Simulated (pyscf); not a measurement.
PySCF, gas phase, ωB97X-D3(BJ)/def2-SVP geometries.

Question: [HO–V(Cl)(Cl)–Cl]• + hydrogen chloride (HCl) → [Cl–V(Cl)(Cl)–Cl]• + water (H₂O)
Surface: doublet. Broken: O–V, Cl–H. Formed: Cl–V, H–O. Give ΔE‡ and ΔE from ωB97M-D3(BJ)/def2-TZVP, relative to the separated reactants.

Answer: ΔE‡ = 9.9 kcal/mol, ΔE = -1.2 kcal/mol. Zero-point energy shifts the barrier by +0.3 kcal/mol. It is a four-centre exchange, with an imaginary mode of 1011i cm⁻¹. On the product side the descent ends in an adduct with a O–V contact, 11.0 kcal/mol under the separated species and 21.2 kcal/mol under the saddle at ωB97X-D3(BJ)/def2-TZVP. What is counted as broken (O–V) persists as a longer contact in the product adduct; parting that adduct is a step of its own. At ωB97X-D3(BJ)/def2-TZVP the barrier from the zero used here is 7.0 kcal/mol. This is the saddle that the search found; another between the same sides may lie lower. Open-shell species with a d-block atom are single-reference here; other states, and whether the spin sits on metal or ligand, were not checked.
